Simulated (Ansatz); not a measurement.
fcc Cu was calculated with PBEsol-D3(BJ) in Ansatz (plane waves, PAW).

Settings: plane-wave cutoff 520 eV, 26×26×26 k mesh, Fermi–Dirac smearing 0.05 eV, no spin polarisation, scalar-relativistic PAW data made under PBE.

Pressure at four volumes; x = ln(V/10.793 Å³). One pressure is withheld.

```
V (Å³/atom)        x  P (GPa)
-----------  -------  -------
10.145       -0.0619        ?
10.361       -0.0408     9.02
10.793        0.0000     0.26
11.440        0.0582    -9.51
```

### Question
Pass a parabola P(x) through the three rows shown, estimate the bulk modulus and its pressure derivative near zero pressure, and predict the withheld pressure.

### Answer
Slopes between the rows: (0.26 − (9.02))/(0.0000 − (-0.0408)) = -214.71 and (-9.51 − (0.26))/(0.0582 − (0.0000)) = -167.87 GPa. Their difference over the span 0.0990 is c = 46.84/0.0990 = 473.1 GPa, so P(x) = 9.02 + (-214.71)(x − (-0.0408)) + 473.1 (x − (-0.0408))(x − (0.0000)). At the middle row B = −dP/dx = −[-214.71 + 473.1 × 0.0408] = 195.4 GPa, and B′ = dB/dP = 2c/B = 4.8. At x = -0.0619 the parabola gives 14.17 GPa; the run gives 14.24 GPa. The Birch–Murnaghan fit to the energies at all volumes has B0 = 193 GPa and B′ = 5.0.

Measured, for comparison: bulk modulus 144 GPa (0 K value with the zero-point phonon effect removed, our sources range from 140 to 145; as tabulated in Mejia-Rodriguez and Trickey (2018), arXiv:1807.09216). Computed (rounded) less measured: bulk modulus +34 % (+33 % to +38 % over the range).

Ansatz is a first-principles code.
